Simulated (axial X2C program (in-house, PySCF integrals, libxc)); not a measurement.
HCl: from the spin-free to the two-component result

Computed with an in-house all-electron X2C program for linear molecules (integrals from PySCF). Spin-free means the one-electron spin-free X2C Hamiltonian; two-component (2c) means X2C with spin–orbit coupling and atomic mean-field two-electron Coulomb and Gaunt terms, so the difference of the two also holds small scalar two-electron terms. Basis: Cl dyall-av3z [9s8p3d2f], H dyall-v3z [6s2p1d] (cores contracted in-house); Gaussian nuclei, density fitting, unrestricted open shells. Masses: Cl 34.969 u, H 1.008 u.

Spin-free state: M_S = 0, Λ = 0 (closed shell); fragments Cl + H.

```json
{"level": "PBE0", "Re (Å)": "1.281", "ωe (cm⁻¹)": "2987.1", "De (eV)": "4.513", "μ (D)": "1.13"}
{"level": "HF", "Re (Å)": "1.267", "ωe (cm⁻¹)": "3133.0", "De (eV)": "3.297", "μ (D)": "1.18"}
{"level": "MP2", "Re (Å)": "1.275", "ωe (cm⁻¹)": "3042.7", "De (eV)": "4.545", "μ (D)": "n/a"}
{"level": "CCSD", "Re (Å)": "1.277", "ωe (cm⁻¹)": "3013.3", "De (eV)": "4.471", "μ (D)": "n/a"}
{"level": "CCSD(T)", "Re (Å)": "1.279", "ωe (cm⁻¹)": "2990.8", "De (eV)": "4.535", "μ (D)": "n/a"}
{"level": "M06", "Re (Å)": "1.283", "ωe (cm⁻¹)": "2958.9", "De (eV)": "4.546", "μ (D)": "1.10"}
```

Correlated methods: 8 electrons correlated (number of frozen shells: Cl 2 s, 1 p; H none), 128 virtual spin orbitals or spinors in MP2, 90 natural virtuals in coupled cluster.

Dipoles are positive if H is the positive end.

Two-component determinant lowest at the distance of the search:

Ω = 0 (closed shell); fragments Cl + H.

```csv
level,Re (Å),ωe (cm⁻¹),De (eV),μ (D)
PBE0,1.281,2986.2,4.507,1.13
HF,1.267,3132.2,3.236,1.18
MP2,1.275,3042.0,4.508,n/a
CCSD,1.277,3012.5,4.445,n/a
CCSD(T),1.279,2990.0,4.500,n/a
M06,1.283,2958.0,4.508,1.10
```

(1) From the two tables, how do the constants change at the CCSD(T) level (2c against spin-free)?

The state is a single determinant with fixed occupations, the lowest that a limited PBE0 search found. Closed shells are restricted here (equal orbitals for both partners); the stretched side of such a curve lies too high. Dissociation energies refer to the lowest single-determinant-based atoms at the same level and basis. CCSD and (T) use frozen natural virtuals with an MP2 correction for the truncation; (T) itself is uncorrected, so its De runs slightly low. In 2c an atomic determinant is not the ground J level, so De misses part of the atomic spin–orbit lowering. This holds for PBE0. The functionals have no current-density term, which raises determinants with orbital currents, atoms included.

Results:

(1) At the CCSD(T) level Re is unchanged within 0.001 Å and ωe falls by 0.8 cm⁻¹; De changes by -0.035 eV.
